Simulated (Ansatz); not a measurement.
Ansatz (a program for electronic structure) input (SVWN5/6-31G*):

Ansatz 0.2 input:
```yaml
crystal:
  periodic: [false, false, false]
  atoms:
    - {symbol: Si, position_ang: [-0.00000000, -0.00000000, -0.55379891]}
    - {symbol: O, position_ang: [0.00000000, 0.00000000, 0.96914808]}
basis:
  gaussian:
    orbitals: 6-31G*
hamiltonian:
  xc: {name: SVWN5}
total_charge: 1
magnetization: {spin_polarized: true, initial_magnetization: 1}
output: {forces: true}
```

From the last part of the output:

```
WARN ansatz: RAYON_NUM_THREADS=1 ignored (pool sized by the plan → 1); use --threads N
Functional definition: SVWN5
integrals: 0.00 GiB planned
333 factors; their error is unknown
mean field: 0.07 GiB planned
mean field evaluation 1: about -9833.8372 eV, gradient 8.7e1 eV
mean field evaluation 2: about -9603.0392 eV, gradient 1.6e2 eV
mean field evaluation 4: about -9853.3360 eV, gradient 5.4e1 eV
mean field evaluation 8: about -9866.8821 eV, gradient 7.0e-2 eV
mean field evaluation 16: about -9866.8484 eV, gradient 6.1e-5 eV
mean field evaluation 32: about -9865.9461 eV, gradient 8.0e0 eV
mean field -9866.84836180 eV, -362.5999893061 hartree, gradient 6.1e-5 eV, S^2 0.752202; 4 other end points of the search recorded, 0 dependent functions left out
the calculation of the forces begins
reference -9866.84838609 eV, -362.5999901986 hartree; 11, 10 occupied and 23, 24 virtual orbitals, 333 factors
Total energy: -9866.84838609 eV, -362.5999901986 hartree
Atom 0 at    -0.000000    -0.000000    -0.553799 Å, force    -0.000000     0.000000    -0.280797 eV/Å
Atom 1 at     0.000000     0.000000     0.969148 Å, force     0.000000    -0.000000     0.280797 eV/Å
Dipole moment:     0.000000     0.000000    -0.877261 e Å
```

The dipole moment of an ion depends on the origin.
